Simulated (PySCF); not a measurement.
## O₃: adding exact exchange

Base calculation in PySCF with density fitting and no spin–orbit coupling, PBE/def2-TZVP (no relativity): singlet, C2v, O–O 1.273 Å (×2); O–O–O 118.2°; wavenumbers 714, 1069, 1190 cm⁻¹; dipole moment 0.62 D, gap between the highest occupied and lowest empty levels 1.75 eV, polar-tensor charge of O 0.60 e, atomisation energy (no zero-point energy) 774 kJ/mol.

Problem. What changes on going to PBE0/def2-TZVP (no relativity)?

Solution. The point group stays the same. Changes: mean bond to O -0.035 Å, highest wavenumber +137 cm⁻¹, lowest wavenumber +66 cm⁻¹, dipole moment +0.07 D, gap between the highest occupied and lowest empty levels +3.09 eV, polar-tensor charge of O +0.08 e, atomisation energy (no zero-point energy) -189 kJ/mol. The new structure has O–O 1.238 Å (×2); O–O–O 118.4°, with wavenumbers 780, 1305, 1327 cm⁻¹. Exact exchange shortens and stiffens the bonds and opens the gap, the usual pattern.

Each species is the lowest minimum found with this bonding; other isomers or fragments can lie lower.
